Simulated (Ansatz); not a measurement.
**AlH₃ (singlet): RPA-PBE over a scan of the distance Al1–H3, cc-pVDZ**

How well do these functionals follow the top wave-function level for AlH₃ (singlet) over a scan of the distance Al1–H3?

Method: cc-pVDZ, all electrons in the functionals, frozen cores in the correlation of double hybrids and RPA; program: Ansatz 0.2.0, Gaussian basis.

To be run: RPA-PBE, at 1.280 Å; 1.437 Å; 1.586 Å; 1.725 Å; 1.891 Å; 2.185 Å; 2.544 Å; 2.889 Å; 3.548 Å; 4.234 Å; 5.462 Å.

21 further runs of the same task are left out: 9 for a known fault of the program, 9 that didn't finish, 3 set aside as unsound or not needed.

**1. What is computed**

The geometry derives from a PBE0/def2-TZVP stationary point (not a proven minimum). One bond is set to the value named and the two fragments are kept rigid.

4 atoms, charge 0, spin multiplicity 1.

Atoms are counted from 1 here; the program's logs count them from 0.

Bond lengths: Al1–H2 1.586 Å, Al1–H3 1.586 Å, Al1–H4 1.586 Å. Angles: H2–Al1–H3 120.0°, H2–Al1–H4 120.0°, H3–Al1–H4 120.0°.

No dispersion term is added.

The geometry shown and the zero of energy belong to the point 1.586 Å. The yardstick, FCI, and other wave-function levels (R restricted, U unrestricted, valence and pair active spaces) come from earlier runs.

**2. RPA-PBE, 1.280 Å**

Contents of in.yaml:

```yaml
crystal:
  periodic: [false, false, false]
  atoms:
    - {symbol: Al, position_ang: [-0.005221, 0.008848, -0.000018]}
    - {symbol: H, position_ang: [1.580555, 0.023899, -0.000101]}
    - {symbol: H, position_ang: [-0.655713, 1.111235, -0.002270]}
    - {symbol: H, position_ang: [-0.785074, -1.371997, 0.002855]}
basis:
  gaussian: {orbitals: cc-pVDZ}
hamiltonian: {xc: {name: PBE}}
correlation: {method: rpa, electrons: outside_noble_gas}
```

On the command line:

```console
ansatz run in.yaml --threads 1 --pin off --events-out ev --progress --plain --max-ram 2393MiB
```

Output:

```text
Functional definition: PBE
  name "PBE"
  cite "Perdew, Burke & Ernzerhof, Phys. Rev. Lett. 77, 3865 (1996) doi:10.1103/PhysRevLett.77.3865"
  parent pbe
  parameter kappa = 0.804
  parameter beta = 0.06672455060314922
  exchange = pbe_x(kappa = kappa, mu = beta*pi^2/3)
  correlation = pbe_c(beta = beta)
308 factors; integrals over basis functions are off by at most 1.2e-3 eV
mean field evaluation 1: about -6638.4927 eV, gradient 1.5e1 eV
mean field evaluation 2: about -6638.4912 eV, gradient 1.5e1 eV
mean field evaluation 4: about -6639.5488 eV, gradient 2.5e-1 eV
mean field evaluation 8: about -6639.5491 eV, gradient 1.9e-3 eV
mean field -6639.54912970 eV, -243.9989300685 hartree, gradient 1.2e-6 eV, S^2 0.000000; 0 other end points of the search recorded, 0 dependent functions left out
5 core orbitals not correlated: weight in the atoms' cores, before any rotation towards them, 1.000 or more for the frozen orbitals, at most 0.000 for the correlated occupied ones
reference -6628.31815061 eV, -243.5861991995 hartree; 3, 3 occupied and 25, 25 virtual orbitals, 308 factors
Total energy: -6633.31534853 eV, -243.7698428359 hartree
```

It took 0.48 s on 1 thread of Arm Neoverse V2, shared host.

**3. RPA-PBE, 1.437 Å**

Contents of in.yaml:

```yaml
crystal:
  periodic: [false, false, false]
  atoms:
    - {symbol: Al, position_ang: [-0.002541, 0.004306, -0.000009]}
    - {symbol: H, position_ang: [1.583235, 0.019357, -0.000092]}
    - {symbol: H, position_ang: [-0.732820, 1.241907, -0.002537]}
    - {symbol: H, position_ang: [-0.782395, -1.376538, 0.002864]}
basis:
  gaussian: {orbitals: cc-pVDZ}
hamiltonian: {xc: {name: PBE}}
correlation: {method: rpa, electrons: outside_noble_gas}
```

The command is unchanged.

Output:

```text
Functional definition: PBE
  name "PBE"
  cite "Perdew, Burke & Ernzerhof, Phys. Rev. Lett. 77, 3865 (1996) doi:10.1103/PhysRevLett.77.3865"
  parent pbe
  parameter kappa = 0.804
  parameter beta = 0.06672455060314922
  exchange = pbe_x(kappa = kappa, mu = beta*pi^2/3)
  correlation = pbe_c(beta = beta)
308 factors; integrals over basis functions are off by at most 1.1e-3 eV
mean field evaluation 1: about -6639.3835 eV, gradient 1.5e1 eV
mean field evaluation 2: about -6639.3798 eV, gradient 1.5e1 eV
mean field evaluation 4: about -6640.3501 eV, gradient 4.4e-1 eV
mean field evaluation 8: about -6640.3509 eV, gradient 1.6e-3 eV
mean field -6640.35094804 eV, -244.0283963489 hartree, gradient 7.1e-7 eV, S^2 0.000000; 0 other end points of the search recorded, 0 dependent functions left out
5 core orbitals not correlated: weight in the atoms' cores, before any rotation towards them, 1.000 or more for the frozen orbitals, at most 0.000 for the correlated occupied ones
reference -6629.11403999 eV, -243.6154475947 hartree; 3, 3 occupied and 25, 25 virtual orbitals, 308 factors
Total energy: -6634.10425598 eV, -243.7988346498 hartree
```

Wall time 0.48 s (1 thread of Arm Neoverse V2, shared host).

**4. RPA-PBE, 1.586 Å**

Contents of in.yaml:

```yaml
crystal:
  periodic: [false, false, false]
  atoms:
    - {symbol: Al, position_ang: [0.000000, 0.000000, 0.000000]}
    - {symbol: H, position_ang: [1.585776, 0.015051, -0.000083]}
    - {symbol: H, position_ang: [-0.805923, 1.365794, -0.002790]}
    - {symbol: H, position_ang: [-0.779853, -1.380845, 0.002873]}
basis:
  gaussian: {orbitals: cc-pVDZ}
hamiltonian: {xc: {name: PBE}}
correlation: {method: rpa, electrons: outside_noble_gas}
```

Same command.

Output:

```text
Functional definition: PBE
  name "PBE"
  cite "Perdew, Burke & Ernzerhof, Phys. Rev. Lett. 77, 3865 (1996) doi:10.1103/PhysRevLett.77.3865"
  parent pbe
  parameter kappa = 0.804
  parameter beta = 0.06672455060314922
  exchange = pbe_x(kappa = kappa, mu = beta*pi^2/3)
  correlation = pbe_c(beta = beta)
308 factors; integrals over basis functions are off by at most 1.0e-3 eV
mean field evaluation 1: about -6639.6524 eV, gradient 1.4e1 eV
mean field evaluation 2: about -6639.6488 eV, gradient 1.4e1 eV
mean field evaluation 4: about -6640.5656 eV, gradient 6.6e-1 eV
mean field evaluation 8: about -6640.5676 eV, gradient 1.5e-4 eV
mean field -6640.56760652 eV, -244.0363584011 hartree, gradient 2.6e-6 eV, S^2 0.000000; 0 other end points of the search recorded, 0 dependent functions left out
5 core orbitals not correlated: weight in the atoms' cores, before any rotation towards them, 1.000 or more for the frozen orbitals, at most 0.000 for the correlated occupied ones
reference -6629.29263715 eV, -243.6220109192 hartree; 3, 3 occupied and 25, 25 virtual orbitals, 308 factors
Total energy: -6634.29506856 eV, -243.8058468828 hartree
```

Run time: 0.48 s. Hardware: 1 thread of Arm Neoverse V2, shared host.

**5. RPA-PBE, 1.725 Å**

Contents of in.yaml:

```yaml
crystal:
  periodic: [false, false, false]
  atoms:
    - {symbol: Al, position_ang: [0.002376, -0.004026, 0.000008]}
    - {symbol: H, position_ang: [1.588151, 0.011026, -0.000075]}
    - {symbol: H, position_ang: [-0.874265, 1.481611, -0.003027]}
    - {symbol: H, position_ang: [-0.777477, -1.384871, 0.002881]}
basis:
  gaussian: {orbitals: cc-pVDZ}
hamiltonian: {xc: {name: PBE}}
correlation: {method: rpa, electrons: outside_noble_gas}
```

The command is unchanged.

Output:

```text
Functional definition: PBE
  name "PBE"
  cite "Perdew, Burke & Ernzerhof, Phys. Rev. Lett. 77, 3865 (1996) doi:10.1103/PhysRevLett.77.3865"
  parent pbe
  parameter kappa = 0.804
  parameter beta = 0.06672455060314922
  exchange = pbe_x(kappa = kappa, mu = beta*pi^2/3)
  correlation = pbe_c(beta = beta)
308 factors; integrals over basis functions are off by at most 1.0e-3 eV
mean field evaluation 1: about -6639.6074 eV, gradient 1.4e1 eV
mean field evaluation 2: about -6639.6036 eV, gradient 1.4e1 eV
mean field evaluation 4: about -6640.4928 eV, gradient 9.1e-1 eV
mean field evaluation 8: about -6640.4969 eV, gradient 2.0e-3 eV
mean field -6640.49685034 eV, -244.0337581595 hartree, gradient 1.5e-6 eV, S^2 0.000000; 0 other end points of the search recorded, 0 dependent functions left out
5 core orbitals not correlated: weight in the atoms' cores, before any rotation towards them, 1.000 or more for the frozen orbitals, at most 0.000 for the correlated occupied ones
reference -6629.16734226 eV, -243.6174064170 hartree; 3, 3 occupied and 25, 25 virtual orbitals, 308 factors
Total energy: -6634.19679624 eV, -243.8022354416 hartree
```

It took 0.48 s on 1 thread of Arm Neoverse V2, shared host.

From 1.586 Å: +0.098 eV.

**6. RPA-PBE, 1.891 Å**

Contents of in.yaml:

```yaml
crystal:
  periodic: [false, false, false]
  atoms:
    - {symbol: Al, position_ang: [0.005209, -0.008828, 0.000018]}
    - {symbol: H, position_ang: [1.590985, 0.006223, -0.000065]}
    - {symbol: H, position_ang: [-0.955791, 1.619775, -0.003309]}
    - {symbol: H, position_ang: [-0.774643, -1.389673, 0.002891]}
basis:
  gaussian: {orbitals: cc-pVDZ}
hamiltonian: {xc: {name: PBE}}
correlation: {method: rpa, electrons: outside_noble_gas}
```

Launched as before.

Output:

```text
Functional definition: PBE
  name "PBE"
  cite "Perdew, Burke & Ernzerhof, Phys. Rev. Lett. 77, 3865 (1996) doi:10.1103/PhysRevLett.77.3865"
  parent pbe
  parameter kappa = 0.804
  parameter beta = 0.06672455060314922
  exchange = pbe_x(kappa = kappa, mu = beta*pi^2/3)
  correlation = pbe_c(beta = beta)
308 factors; integrals over basis functions are off by at most 1.4e-3 eV
mean field evaluation 1: about -6639.3347 eV, gradient 1.4e1 eV
mean field evaluation 2: about -6639.3308 eV, gradient 1.4e1 eV
mean field evaluation 4: about -6640.2092 eV, gradient 1.4e0 eV
mean field evaluation 8: about -6640.2209 eV, gradient 2.7e-3 eV
mean field -6640.22086783 eV, -244.0236159893 hartree, gradient 1.1e-6 eV, S^2 0.000000; 0 other end points of the search recorded, 0 dependent functions left out
5 core orbitals not correlated: weight in the atoms' cores, before any rotation towards them, 1.000 or more for the frozen orbitals, at most 0.000 for the correlated occupied ones
reference -6628.80901526 eV, -243.6042381427 hartree; 3, 3 occupied and 25, 25 virtual orbitals, 308 factors
Total energy: -6633.88825631 eV, -243.7908968085 hartree
```

It took 0.45 s on 1 thread of Arm Neoverse V2, shared host.

From 1.586 Å: +0.407 eV.

**7. RPA-PBE, 2.185 Å**

Contents of in.yaml:

```yaml
crystal:
  periodic: [false, false, false]
  atoms:
    - {symbol: Al, position_ang: [0.010228, -0.017334, 0.000035]}
    - {symbol: H, position_ang: [1.596004, -0.002283, -0.000048]}
    - {symbol: H, position_ang: [-1.100182, 1.864473, -0.003809]}
    - {symbol: H, position_ang: [-0.769625, -1.398179, 0.002908]}
basis:
  gaussian: {orbitals: cc-pVDZ}
hamiltonian: {xc: {name: PBE}}
correlation: {method: rpa, electrons: outside_noble_gas}
```

Launched as before.

Output:

```text
Functional definition: PBE
  name "PBE"
  cite "Perdew, Burke & Ernzerhof, Phys. Rev. Lett. 77, 3865 (1996) doi:10.1103/PhysRevLett.77.3865"
  parent pbe
  parameter kappa = 0.804
  parameter beta = 0.06672455060314922
  exchange = pbe_x(kappa = kappa, mu = beta*pi^2/3)
  correlation = pbe_c(beta = beta)
308 factors; integrals over basis functions are off by at most 1.5e-3 eV
mean field evaluation 1: about -6638.5535 eV, gradient 1.4e1 eV
mean field evaluation 2: about -6638.5501 eV, gradient 1.4e1 eV
mean field evaluation 4: about -6639.4238 eV, gradient 3.7e0 eV
mean field evaluation 8: about -6639.5196 eV, gradient 6.1e-3 eV
mean field -6639.51961089 eV, -243.9978452721 hartree, gradient 4.6e-6 eV, S^2 0.000000; 0 other end points of the search recorded, 0 dependent functions left out
5 core orbitals not correlated: weight in the atoms' cores, before any rotation towards them, 1.000 or more for the frozen orbitals, at most 0.000 for the correlated occupied ones
reference -6627.92932039 eV, -243.5719099526 hartree; 3, 3 occupied and 25, 25 virtual orbitals, 308 factors
Total energy: -6633.13985150 eV, -243.7633934391 hartree
```

Run time: 0.45 s. Hardware: 1 thread of Arm Neoverse V2, shared host.

From 1.586 Å: +1.155 eV.

**8. RPA-PBE, 2.544 Å**

Contents of in.yaml:

```yaml
crystal:
  periodic: [false, false, false]
  atoms:
    - {symbol: Al, position_ang: [0.016357, -0.027720, 0.000057]}
    - {symbol: H, position_ang: [1.602133, -0.012669, -0.000026]}
    - {symbol: H, position_ang: [-1.276496, 2.163272, -0.004419]}
    - {symbol: H, position_ang: [-0.763496, -1.408565, 0.002930]}
basis:
  gaussian: {orbitals: cc-pVDZ}
magnetization: {spin_polarized: true, initial_magnetization: 0}
hamiltonian: {xc: {name: PBE}}
correlation: {method: rpa, electrons: outside_noble_gas}
```

The command is unchanged.

Output, shortened:

```text
Functional definition: PBE
  name "PBE"
  cite "Perdew, Burke & Ernzerhof, Phys. Rev. Lett. 77, 3865 (1996) doi:10.1103/PhysRevLett.77.3865"
  parent pbe
[...]
308 factors; integrals over basis functions are off by at most 1.1e-3 eV
[...]
mean field -6638.62657747 eV, -243.9650268992 hartree, gradient 8.0e-6 eV, S^2 0.000000; 2 other end points of the search recorded, 0 dependent functions left out
5 core orbitals not correlated: weight in the atoms' cores, before any rotation towards them, 1.000 or more for the frozen orbitals, at most 0.000 for the correlated occupied ones
reference -6626.77961119 eV, -243.5296589188 hartree; 3, 3 occupied and 25, 25 virtual orbitals, 308 factors
Total energy: -6632.22583228 eV, -243.7298038520 hartree
```

Run time: 0.78 s. Hardware: 1 thread of Arm Neoverse V2, shared host.

From the report: ⟨S²⟩ of the determinant 0.000 (pure singlet: 0.00).

From 1.586 Å: +2.069 eV.

**9. RPA-PBE, 2.889 Å**

Contents of in.yaml:

```yaml
crystal:
  periodic: [false, false, false]
  atoms:
    - {symbol: Al, position_ang: [0.022247, -0.037701, 0.000077]}
    - {symbol: H, position_ang: [1.608023, -0.022650, -0.000006]}
    - {symbol: H, position_ang: [-1.445935, 2.450418, -0.005006]}
    - {symbol: H, position_ang: [-0.757606, -1.418546, 0.002950]}
basis:
  gaussian: {orbitals: cc-pVDZ}
magnetization: {spin_polarized: true, initial_magnetization: 0}
hamiltonian: {xc: {name: PBE}}
correlation: {method: rpa, electrons: outside_noble_gas}
```

Same command.

Output, shortened:

```text
Functional definition: PBE
  name "PBE"
  cite "Perdew, Burke & Ernzerhof, Phys. Rev. Lett. 77, 3865 (1996) doi:10.1103/PhysRevLett.77.3865"
  parent pbe
[...]
308 factors; integrals over basis functions are off by at most 1.1e-3 eV
[...]
mean field -6637.88420338 eV, -243.9377451546 hartree, gradient 5.8e-6 eV, S^2 0.000000; 3 other end points of the search recorded, 0 dependent functions left out
5 core orbitals not correlated: weight in the atoms' cores, before any rotation towards them, 1.000 or more for the frozen orbitals, at most 0.000 for the correlated occupied ones
reference -6625.76408540 eV, -243.4923390343 hartree; 3, 3 occupied and 25, 25 virtual orbitals, 308 factors
Total energy: -6631.51113035 eV, -243.7035390406 hartree
```

Wall time 1.8 s (1 thread of Arm Neoverse V2, shared host).

From the report: ⟨S²⟩ of the determinant 0.000 (pure singlet: 0.00).

From 1.586 Å: +2.784 eV.

**10. RPA-PBE, 3.548 Å**

Contents of in.yaml:

```yaml
crystal:
  periodic: [false, false, false]
  atoms:
    - {symbol: Al, position_ang: [0.033497, -0.056767, 0.000116]}
    - {symbol: H, position_ang: [1.619273, -0.041715, 0.000033]}
    - {symbol: H, position_ang: [-1.769586, 2.998910, -0.006126]}
    - {symbol: H, position_ang: [-0.746356, -1.437612, 0.002989]}
basis:
  gaussian: {orbitals: cc-pVDZ}
magnetization: {spin_polarized: true, initial_magnetization: 0}
hamiltonian: {xc: {name: PBE}}
correlation: {method: rpa, electrons: outside_noble_gas}
```

Launched as before.

Output, shortened:

```text
Functional definition: PBE
  name "PBE"
  cite "Perdew, Burke & Ernzerhof, Phys. Rev. Lett. 77, 3865 (1996) doi:10.1103/PhysRevLett.77.3865"
  parent pbe
[...]
309 factors; integrals over basis functions are off by at most 1.1e-3 eV
[...]
mean field -6637.21019059 eV, -243.9129756414 hartree, gradient 2.3e-6 eV, S^2 0.785992; 5 other end points of the search recorded, 0 dependent functions left out
5 core orbitals not correlated: weight in the atoms' cores, before any rotation towards them, 1.000 or more for the frozen orbitals, at most 0.000 for the correlated occupied ones
reference -6626.22176400 eV, -243.5091584127 hartree; 3, 3 occupied and 25, 25 virtual orbitals, 309 factors
Total energy: -6630.78334583 eV, -243.6767934527 hartree
```

Wall time 1.9 s (1 thread of Arm Neoverse V2, shared host).

From the report: ⟨S²⟩ of the determinant 0.786 (pure singlet: 0.00). The determinant is far from a pure spin state, so its energy mixes those of several spin states (harmless only where they are near-degenerate, as at dissociation).

From 1.586 Å: +3.512 eV.

**11. RPA-PBE, 4.234 Å**

Contents of in.yaml:

```yaml
crystal:
  periodic: [false, false, false]
  atoms:
    - {symbol: Al, position_ang: [0.045208, -0.076613, 0.000157]}
    - {symbol: H, position_ang: [1.630984, -0.061562, 0.000074]}
    - {symbol: H, position_ang: [-2.106498, 3.569873, -0.007292]}
    - {symbol: H, position_ang: [-0.734645, -1.457458, 0.003030]}
basis:
  gaussian: {orbitals: cc-pVDZ}
magnetization: {spin_polarized: true, initial_magnetization: 0}
hamiltonian: {xc: {name: PBE}}
correlation: {method: rpa, electrons: outside_noble_gas}
```

The command is unchanged.

Output, shortened:

```text
Functional definition: PBE
  name "PBE"
  cite "Perdew, Burke & Ernzerhof, Phys. Rev. Lett. 77, 3865 (1996) doi:10.1103/PhysRevLett.77.3865"
  parent pbe
[...]
310 factors; integrals over basis functions are off by at most 1.1e-3 eV
[...]
mean field -6637.07053529 eV, -243.9078434039 hartree, gradient 6.0e-7 eV, S^2 0.976740; 4 other end points of the search recorded, 0 dependent functions left out
5 core orbitals not correlated: weight in the atoms' cores, before any rotation towards them, 1.000 or more for the frozen orbitals, at most 0.000 for the correlated occupied ones
reference -6626.38464476 eV, -243.5151441703 hartree; 3, 3 occupied and 25, 25 virtual orbitals, 310 factors
Total energy: -6630.73245028 eV, -243.6749230760 hartree
```

Wall time 1.6 s (1 thread of Arm Neoverse V2, shared host).

From the report: ⟨S²⟩ of the determinant 0.977 (pure singlet: 0.00). The determinant is far from a pure spin state, so its energy mixes those of several spin states (harmless only where they are near-degenerate, as at dissociation).

From 1.586 Å: +3.563 eV.

**12. RPA-PBE, 5.462 Å**

Contents of in.yaml:

```yaml
crystal:
  periodic: [false, false, false]
  atoms:
    - {symbol: Al, position_ang: [0.066171, -0.112140, 0.000229]}
    - {symbol: H, position_ang: [1.651947, -0.097089, 0.000146]}
    - {symbol: H, position_ang: [-2.709601, 4.591948, -0.009380]}
    - {symbol: H, position_ang: [-0.713682, -1.492985, 0.003102]}
basis:
  gaussian: {orbitals: cc-pVDZ}
magnetization: {spin_polarized: true, initial_magnetization: 0}
hamiltonian: {xc: {name: PBE}}
correlation: {method: rpa, electrons: outside_noble_gas}
```

The command is unchanged.

Output, shortened:

```text
Functional definition: PBE
  name "PBE"
  cite "Perdew, Burke & Ernzerhof, Phys. Rev. Lett. 77, 3865 (1996) doi:10.1103/PhysRevLett.77.3865"
  parent pbe
[...]
309 factors; integrals over basis functions are off by at most 1.1e-3 eV
[...]
mean field -6637.04526224 eV, -243.9069146364 hartree, gradient 1.0e-6 eV, S^2 1.000281; 4 other end points of the search recorded, 0 dependent functions left out
5 core orbitals not correlated: weight in the atoms' cores, before any rotation towards them, 1.000 or more for the frozen orbitals, at most 0.000 for the correlated occupied ones
reference -6626.39068881 eV, -243.5153662848 hartree; 3, 3 occupied and 25, 25 virtual orbitals, 309 factors
Total energy: -6630.72847283 eV, -243.6747769074 hartree
```

Wall time 2 s (1 thread of Arm Neoverse V2, shared host).

From the report: ⟨S²⟩ of the determinant 1.000 (pure singlet: 0.00). The determinant is far from a pure spin state, so its energy mixes those of several spin states (harmless only where they are near-degenerate, as at dissociation).

From 1.586 Å: +3.567 eV.

**13. Against the wave-function levels**

The yardstick is full CI for this spin, exact in this basis with these frozen cores. It comes from earlier runs at the same points. Energies in eV, counted from 1.586 Å; blanks weren't run or aren't comparable.

```
  level  1.280 Å  1.437 Å  1.586 Å  1.725 Å  1.891 Å  2.185 Å  2.544 Å  2.889 Å  3.548 Å  4.234 Å  5.462 Å
    FCI    0.975    0.187    0.000    0.103    0.418    1.170    2.066    2.726    3.383    3.569    3.612
RPA-PBE    0.980    0.191    0.000    0.098    0.407    1.155    2.069    2.784    3.512    3.563    3.567
```

Largest miss and mean time a point (FCI took 7.6 s a point; shared hosts):

| level | largest miss (eV) | where | time a point |
| --- | --- | --- | --- |
| RPA-PBE | +0.129 | 3.548 Å | 1 s |

**14. Results**

```
             quantity                value
span of the FCI curve             3.612 eV
largest miss, RPA-PBE  +0.129 eV (3.548 Å)
```

RPA-PBE strays by up to 0.129 eV, at 3.548 Å. RPA-PBE clearly breaks the spin symmetry at some points (⟨S²⟩ up to 1.00 above the pure value), so energy there is bought with a mixed spin. Functionals and the yardstick converge differently with the basis, so part of each miss in cc-pVDZ is the basis.
